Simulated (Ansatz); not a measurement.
A made-up structure of MgSiNH$_{4}$ (charge -1), singlet:

```xyz
7
angstrom
N -1.6537 -2.4175 -0.1684
Mg -0.8075 -0.8092 -0.1768
Si 0.9146 1.1525 0.1423
H -2.4921 -2.9133 -0.4444
H -0.8773 -2.2843 0.4796
H 0.6565 2.0920 1.2942
H 2.3588 0.7790 0.3663
```

It is relaxed with PBE-D4/def2-SVPD and then PBE0-D4/def2-TZVPD (Ansatz 0.2.0). Atoms count as bonded within 1.22 times the sum of their covalent radii (H–H: 0.88 Å). The end point is not checked to be a true minimum.

**Question.** Does its bonding change? (A judgement: the text doesn't fix the answer.)

**Answer.** The calculation gives: Yes. Formed: none; broken: Mg2–H5.

Where it ends: The first stage lowers the energy by 2.35 eV in 12 steps. It ends as MgSiNH₄ ([NH2][Mg][SiH2]), total charge -1:
```xyz
7
angstrom
N -1.4812 -2.2831 0.0347
Mg -0.4116 -0.6487 0.0267
Si 0.9078 1.5451 -0.1639
H -2.1555 -2.5703 -0.6648
H -1.4717 -3.0106 0.7393
H 0.5364 1.8252 1.3107
H 2.1750 0.7416 0.2103
```

Labels in which every atom is bracketed show which atoms are joined, not bond orders.

For scale, one of the runs: PBE0-D4/def2-TZVPD relaxation, 151 basis functions, launched by `ansatz run in.yaml --threads 2 --pin off --events-out ev --progress --plain --max-ram 4352MiB`. Hardware: 2 CPU threads of an Arm Neoverse V1, shared host. Wall time about 31 s.
